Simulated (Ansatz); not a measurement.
Density of states of YCo5 (P6/mmm, a = 4.838 Å, b = 4.838 Å, c = 3.897 Å, α = 90.00°, β = 90.00°, γ = 120.00°), in states per eV and primitive cell, averaged over bins of 0.3 eV. Level of theory: Ansatz, DFT PBEsol, scalar-relativistic, plane waves, PAW.

Cutoff 420 eV; k points 12×12×10 on the computed 6-atom cell (Γ-centred); Gaussian smearing, width 0.10 eV; collinear spin from starting moments -0.18 1.65 1.65 1.68 1.68 1.68 μB.

The cell is relaxed at this level. The states (both spins) are summed by tetrahedra on a 18×18×15 mesh at the self-consistent density. Energies are bin centres; the table starts no lower than −8 eV and ends at 6 eV, or lower where the solved bands end.

It is a metal at this level.

```tsv
E − E_F (eV)	total	Co 3d down	Co 3d up	Y 4d down	Y 4d up	Co 4s up	Co 4s down
-7.90	0.21	0.00	0.01	0.00	0.00	0.08	0.07
-7.60	0.34	0.01	0.01	0.00	0.00	0.13	0.12
-7.30	0.45	0.01	0.02	0.00	0.00	0.17	0.15
-7.00	0.57	0.01	0.03	0.00	0.01	0.22	0.20
-6.70	0.71	0.02	0.04	0.01	0.01	0.28	0.24
-6.40	0.95	0.03	0.08	0.01	0.02	0.39	0.31
-6.10	1.05	0.05	0.10	0.02	0.03	0.36	0.38
-5.80	0.97	0.05	0.11	0.03	0.05	0.32	0.34
-5.50	1.46	0.07	0.21	0.07	0.11	0.47	0.40
-5.20	1.92	0.11	0.51	0.12	0.15	0.46	0.45
-4.90	2.88	0.14	1.46	0.13	0.16	0.44	0.40
-4.60	1.96	0.21	0.82	0.13	0.07	0.23	0.36
-4.30	5.06	0.45	3.09	0.18	0.22	0.52	0.41
-4.00	7.30	0.85	5.07	0.12	0.23	0.39	0.32
-3.70	8.33	0.92	5.75	0.16	0.24	0.33	0.41
-3.40	10.25	2.18	6.24	0.32	0.24	0.24	0.61
-3.10	10.20	3.07	5.36	0.38	0.15	0.24	0.53
-2.80	10.52	3.01	6.27	0.20	0.24	0.24	0.19
-2.50	12.89	5.42	5.88	0.40	0.20	0.34	0.18
-2.20	9.98	4.80	4.04	0.21	0.22	0.21	0.13
-1.90	12.40	5.52	5.65	0.30	0.19	0.13	0.20
-1.60	16.90	6.10	9.27	0.40	0.20	0.14	0.29
-1.30	14.51	5.17	7.83	0.37	0.14	0.16	0.29
-1.00	7.91	2.75	4.05	0.31	0.13	0.19	0.14
-0.70	5.85	2.20	2.92	0.19	0.10	0.17	0.07
-0.40	7.77	4.18	2.81	0.22	0.09	0.18	0.07
-0.10	8.43	6.71	0.58	0.38	0.14	0.20	0.12
0.20	9.92	8.53	0.40	0.17	0.21	0.16	0.13
0.50	6.31	5.03	0.34	0.14	0.24	0.15	0.11
0.80	4.65	3.03	0.41	0.15	0.31	0.24	0.09
1.10	5.39	3.40	0.41	0.28	0.40	0.23	0.13
1.40	3.81	1.41	0.57	0.17	0.74	0.32	0.08
1.70	3.59	0.82	0.51	0.26	1.00	0.25	0.14
2.00	3.27	1.02	0.25	0.49	0.63	0.10	0.16
2.30	4.28	1.54	0.17	1.12	0.43	0.08	0.27
2.60	2.52	0.61	0.15	0.55	0.42	0.08	0.12
2.90	2.46	0.34	0.20	0.41	0.70	0.13	0.06
3.20	3.22	0.47	0.19	0.75	0.87	0.08	0.13
3.50	2.38	0.39	0.08	0.83	0.41	0.05	0.09
3.80	2.04	0.20	0.12	0.45	0.72	0.05	0.07
4.10	2.30	0.23	0.11	0.72	0.75	0.08	0.06
4.40	2.11	0.22	0.07	0.78	0.54	0.07	0.11
4.70	1.78	0.12	0.07	0.54	0.56	0.10	0.09
5.00	1.98	0.12	0.07	0.54	0.57	0.12	0.12
5.30	2.32	0.12	0.07	0.52	0.62	0.18	0.15
5.60	2.51	0.13	0.05	0.61	0.53	0.17	0.21
```

The columns after the total are the main Löwdin projections on the occupied valence shells of the potentials; 4 others are left out. The rest of the total lies in those, in shells that are empty in the free atom, which aren't projected, and between the atoms.

Only this magnetic start was tried.